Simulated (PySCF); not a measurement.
Ammonium, NH4 (charge +1).
SMILES with atom numbers: `[NH4+:1]` (hydrogens: H2, H3, H4, H5 on N1)

Method used: core-valence-separated Tamm–Dancoff BHandHLYP/aug-pcX-1 (pcseg-1 on H) in PySCF, non-relativistic, gas phase, PBE0-D3(BJ)/def2-SVP geometry. No empirical shift is added; at this level the pattern usually sits a few eV under experiment.

Question: Give energies, oscillator strengths and core holes at the N K edge.

Answer: 
| E (eV) | f | core hole on | main final orbital |
| --- | --- | --- | --- |
| 402.82 | 0.0000 | N1 | LUMO (97 %) |
| 403.77 | 0.1398 | N1 | LUMO+1/LUMO+2/LUMO+3 (3 roots, f summed) |
| 406.98 | 0.0012 | N1 | LUMO+4/LUMO+5/LUMO+6 (3 roots, f summed) |

The first line with a tenth or more of the strongest one's intensity is at 403.77 eV (f = 0.140, sum of 3), with the hole on N1 (ammonium nitrogen). It is also the strongest listed.

Roots within 0.03 eV whose holes lie on the same, on equivalent or on shared atoms are summed into one line, and the highest roots are left out, as the search may have cut off their partners. Final orbitals are the ground state's empty Kohn–Sham orbitals.

Question: What is the summed oscillator strength of the listed N K lines, and their intensity-weighted mean energy?

Answer: Σf = 0.141 over 3 lines from 402.82 to 406.98 eV; the weighted mean is 403.80 eV. The strongest line holds 99 % of the sum.

The ionisation thresholds weren't computed; near and above them a finite basis only mimics Rydberg series and continuum.

The run took about 1.3 s of CPU time (one thread, shared machine).
